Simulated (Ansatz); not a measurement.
The input, for Ansatz 0.2.0:

```yaml
crystal:
  periodic: [false, false, false]
  atoms:
    - {symbol: Si, position_ang: [0.000000, -0.058636, 0.000000]}
    - {symbol: H, position_ang: [0.000000, 0.816927, -1.200694]}
    - {symbol: H, position_ang: [0.000000, 0.816925, 1.200696]}
basis:
  gaussian: {orbitals: cc-pVDZ}
magnetization: {spin_polarized: true, initial_magnetization: 2}
correlation: {method: ccsdt_q, electrons: outside_noble_gas}
```

```sh
$ ansatz run in.yaml --threads 1 --pin off --events-out ev --progress --plain --max-ram 2393MiB
```

Log:

```
510 factors; integrals over basis functions are off by at most 1.6e-7 eV
mean field evaluation 1: about -7890.8812 eV, gradient 6.5e0 eV
mean field evaluation 2: about -7890.8831 eV, gradient 6.5e0 eV
mean field evaluation 4: about -7891.5410 eV, gradient 7.2e-1 eV
mean field evaluation 8: about -7891.5563 eV, gradient 1.1e-3 eV
mean field evaluation 16: about -7891.5541 eV, gradient 1.4e-1 eV
mean field -7891.55625704 eV, -290.0093433573 hartree, gradient 2.1e-6 eV, S^2 2.004896; 0 other end points of the search recorded, 0 dependent functions left out
5 core orbitals not correlated: weight in the atoms' cores, before any rotation towards them, 1.000 or more for the frozen orbitals, at most 0.000 for the correlated occupied ones
reference -7891.55625704 eV, -290.0093433573 hartree; 4, 2 occupied and 19, 21 virtual orbitals, 510 factors
second order -1.97203749 eV of doubles, -0.00000000 eV of singles
cycle   1  -2.39497248 eV  change   -4.2e-1 eV  update   5.4e-2
cycle   2  -2.61509973 eV  change   -2.2e-1 eV  update   2.4e-2
cycle   3  -2.63435389 eV  change   -1.9e-2 eV  update   8.2e-3
cycle   4  -2.63814283 eV  change   -3.8e-3 eV  update   3.2e-3
cycle   5  -2.63682027 eV  change    1.3e-3 eV  update   1.2e-3
cycle   6  -2.63702414 eV  change   -2.0e-4 eV  update   3.7e-4
cycle   7  -2.63732927 eV  change   -3.1e-4 eV  update   1.3e-4
cycle   8  -2.63730792 eV  change    2.1e-5 eV  update   4.0e-5
cycle   9  -2.63728120 eV  change    2.7e-5 eV  update   1.5e-5
cycle  10  -2.63728830 eV  change   -7.1e-6 eV  update   5.4e-6
cycle  11  -2.63728851 eV  change   -2.1e-7 eV  update   1.9e-6
cycle  12  -2.63728873 eV  change   -2.2e-7 eV  update   7.5e-7
perturbative correction -0.00089515 eV, -0.0000328963 hartree
Total energy: -7894.19444093 eV, -290.1062948269 hartree
```

For the same geometry and basis full CI lies 0.2 meV higher.

Ran on 1 thread of Arm Neoverse V1, shared host: 2.4 s wall, 0.1 GiB peak host memory.
